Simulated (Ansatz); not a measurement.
Input file:

```yaml
crystal:
  periodic: [false, false, false]
  atoms:
    - {symbol: C, position_ang: [-0.141840, 0.000000, 0.000000]}
    - {symbol: H, position_ang: [-0.505046, 1.027301, 0.000000]}
    - {symbol: H, position_ang: [-0.505046, -0.513650, 0.889668]}
    - {symbol: H, position_ang: [-0.505046, -0.513650, -0.889669]}
    - {symbol: H, position_ang: [1.018160, 0.000000, 0.000000]}
    - {symbol: H, position_ang: [2.187160, 0.000000, 0.000000]}
basis:
  gaussian: {orbitals: cc-pVDZ}
magnetization: {spin_polarized: true, initial_magnetization: 1}
hamiltonian: {xc: {name: B3LYP}}
```

```sh
$ ansatz run in.yaml --threads 1 --pin off --events-out ev --progress --plain --max-ram 2393MiB
```

The program prints:

```
470 factors; their error is unknown
mean field evaluation 1: about -1111.6515 eV, gradient 2.9e1 eV
mean field evaluation 2: about -1109.1913 eV, gradient 3.4e1 eV
mean field evaluation 4: about -1115.9162 eV, gradient 2.0e-1 eV
mean field evaluation 8: about -1115.9109 eV, gradient 8.5e-2 eV
mean field evaluation 16: about -1115.9110 eV, gradient 3.8e-5 eV
mean field -1115.91099722 eV, -41.0089727560 hartree, gradient 3.8e-5 eV, S^2 0.753897; 0 other end points of the search recorded, 0 dependent functions left out
reference -1115.91119608 eV, -41.0089800643 hartree; 6, 5 occupied and 33, 34 virtual orbitals, 470 factors
Total energy: -1115.91119608 eV, -41.0089800643 hartree
```

Ran on 1 thread of AMD EPYC 7R13, shared host: 0.57 s wall, 0.1 GiB peak host memory.
